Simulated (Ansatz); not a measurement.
# Molecular dynamics of CH4BCl

input.yaml

```yaml
crystal:
  periodic: [false, false, false]
  atoms:
    - { symbol: B, position_ang: [-0.5496, 0.4232, -0.4119] }
    - { symbol: Cl, position_ang: [-0.7988, 1.1089, 1.6296] }
    - { symbol: C, position_ang: [0.3644, -0.6983, -0.2174] }
    - { symbol: H, position_ang: [0.475, 0.4014, 0.6345] }
    - { symbol: H, position_ang: [-0.8619, 1.2004, -1.2054] }
    - { symbol: H, position_ang: [0.3271, -1.4314, 0.5728] }
    - { symbol: H, position_ang: [1.0437, -1.0043, -1.0022] }
magnetization:
  spin_polarized: true
basis:
  gaussian: { orbitals: def2-SVP }
hamiltonian:
  xc: pbe
  dispersion: d4
md:
  timestep: 0.5
  n_steps: 150
  ensemble: nve
  temperature: 300.0
  initial_velocities: maxwell_boltzmann
  seed: 396662
```

Command:

```bash
$ ansatz run input.yaml --threads 1 --pin off --max-ram 2048MiB --backend cpu --events-out ev --progress --plain --runs-dir out
```

It starts from a rough guess of a transition structure, not a stationary point.

Output, in part (step lines, the closing report, with atoms numbered from 0):

```
md step     0: t =     0.00 fs  T =   300.0 K  F+E_penalty+E_count = -14286.58210863 eV  E_kin = 0.193890 eV  conserved = -14286.38821863 eV  (29 SCF iters)
[... lines left out ...]
Total energy: -14287.37010991 eV, -525.0511672118 hartree
Atom 0 at    -0.064927     0.513728     0.140372 Å, force    -2.730097     5.805825    -1.753810 eV/Å
Atom 1 at    -0.960031     1.113527     1.537799 Å, force     0.465263    -0.424187     0.265599 eV/Å
Atom 2 at     0.305866    -0.729257    -0.380234 Å, force     2.677177    -4.902880     6.071865 eV/Å
Atom 3 at     0.686700    -0.787983    -1.313320 Å, force     0.624992    -0.959528    -3.988957 eV/Å
Atom 4 at    -0.083957     1.280035    -0.913702 Å, force     0.389791     0.303658     1.567670 eV/Å
Atom 5 at     1.421643    -0.489499     0.111700 Å, force    -1.423941     0.002008    -0.455079 eV/Å
Atom 6 at     0.129530    -1.601134     0.361143 Å, force    -0.003186     0.175104    -1.707287 eV/Å
Dipole moment:     0.292888    -0.310935    -0.059115 e Å
```

The steps, from the saved trajectory:

```tsv
time (fs)	T (K)	potential energy less start (eV)	conserved less start (meV/atom)
0.0	300	0.000	0.00
2.5	800	-0.324	-0.10
5.0	1385	-0.703	-0.17
7.5	2093	-1.160	-0.27
10.0	2407	-1.364	-0.30
12.5	2397	-1.356	-0.03
15.0	3023	-1.762	-0.31
17.5	3224	-1.895	-0.69
20.0	2794	-1.614	-0.24
22.5	2505	-1.428	-0.41
25.0	1778	-0.954	0.12
27.5	2153	-1.201	-0.49
30.0	2105	-1.166	0.02
32.5	2191	-1.227	-0.65
35.0	1587	-0.832	-0.01
37.5	1837	-0.994	-0.07
40.0	2612	-1.498	-0.58
42.5	2994	-1.745	-0.49
45.0	2818	-1.631	-0.42
47.5	2078	-1.149	-0.03
50.0	1989	-1.095	-0.52
52.5	1447	-0.740	0.23
55.0	1868	-1.018	-0.63
57.5	1672	-0.888	-0.15
60.0	1711	-0.913	-0.12
62.5	2117	-1.179	-0.57
65.0	2245	-1.258	-0.15
67.5	2830	-1.638	-0.41
70.0	2823	-1.634	-0.44
72.5	2215	-1.240	-0.39
75.0	1521	-0.788	0.19
```

The run went to its last step. The conserved energy stayed within 0.75 meV per atom of its start (net change 0.19 meV per atom), so the integration is sound. The system heated up, since it started high on the potential surface and ran downhill. A run of 0.075 ps of so small a system gives no equilibrium averages. The orbitals stay closed-shell, which can raise the energy where a bond breaks towards radicals; this wasn't checked here.

The step under study would form Cl2–H4 and break B1–Cl2, C3–H4. These pairs go: Cl2–H4 1.76 → 3.80 Å, B1–Cl2 2.17 → 1.76 Å, C3–H4 1.40 → 1.01 Å. In the last frame they stand as before the step (other bonds may differ from the relaxed reactants and products). It ends as one piece, CH4BCl. Pairs count as bonded within 1.25 times the sum of covalent radii (0.12 Å more for H–H).

Last frame:

```xyz
7
Properties=species:S:1:pos:R:3
B -0.065 0.514 0.140
Cl -0.960 1.113 1.538
C 0.306 -0.729 -0.380
H 0.687 -0.788 -1.313
H -0.084 1.280 -0.914
H 1.422 -0.489 0.112
H 0.130 -1.601 0.361
```

The run took 4.6 min on 1 thread of Arm Neoverse V2 (shared host), peak memory 0.12 GiB.
